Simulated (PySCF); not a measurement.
chloroform (CHCl₃), SMILES ClC(Cl)Cl.

The structure is a stationary point at TPSSh-D3(BJ)/def2-SVP.

Calculation: TPSSh-D3(BJ)/def2-SVP (PySCF).

Frequencies are harmonic and unscaled.

Modes within 1.5 cm⁻¹ of each other (mostly degenerate sets) share a row, with their intensities summed.

```csv
mode,ν (cm⁻¹),IR (km/mol),moving atoms (share of kinetic energy)
1–2,252,0.2,Cl 95 %
3,360,0.6,"Cl 85 %, C 14 %"
4,667,8.2,"C 68 %, Cl 26 %"
5–6,739,357.7,"C 78 %, Cl 18 %"
7–8,1215,44.4,H 93 %
9,3180,0.0,"H 92 %, C 8 %"
```
